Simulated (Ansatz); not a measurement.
Geometry optimisation, Ansatz 0.2.0, RKS PBE/def2-SVP.

Input:

```yaml
crystal:
  periodic: [false, false, false]
  atoms:
    - { symbol: "N", position_ang: [-0.7524, 0.0958, -0.7484] }
    - { symbol: B, position_ang: [0.2339, 0.1501, 0.3507] }
    - { symbol: O, position_ang: [1.0367, -1.0224, 0.5726] }
    - { symbol: H, position_ang: [-1.4247, -0.5866, -0.5203] }
    - { symbol: H, position_ang: [-1.3004, 1.0494, -0.7444] }
    - { symbol: H, position_ang: [0.3755, 1.1291, 1.0261] }
    - { symbol: H, position_ang: [1.8927, -0.8834, 0.018] }
basis:
  gaussian: { orbitals: def2-SVP }
hamiltonian:
  xc: pbe
relax:
  f_tol: 0.015
  max_steps: 40
output:
  orbitals: {}
```

Command:

```bash
$ ansatz run input.yaml --threads 1 --pin off --max-ram 2048MiB --backend cpu --events-out ev --progress --plain --runs-dir out
```

Q: Where does it end, and by what steps?

A: It converged. After 7 steps the energy has fallen by 1.192 eV; H7 moved furthest, 0.64 Å.

```tsv
step	energy less start (eV)	largest force component (eV/Å)	accepted
0	0.0000	4.110	yes
1	-0.4398	1.882	yes
2	-0.6114	2.390	yes
3	-0.9154	1.503	yes
4	-1.1355	0.548	yes
5	-1.1888	0.125	yes
6	-1.1914	0.037	yes
7	-1.1915	0.010	yes
```

```xyz
7
Properties=species:S:1:pos:R:3
N -0.955 0.173 -0.446
B 0.298 0.154 0.198
O 1.033 -1.014 0.190
H -1.344 -0.645 -0.917
H -1.547 0.999 -0.479
H 0.702 1.170 0.746
H 1.874 -0.906 0.662
```

Run time: 13 s on 1 thread of Intel(R) Xeon(R) Platinum 8488C (Sapphire Rapids), with other jobs on the host, peak memory 0.13 GiB.
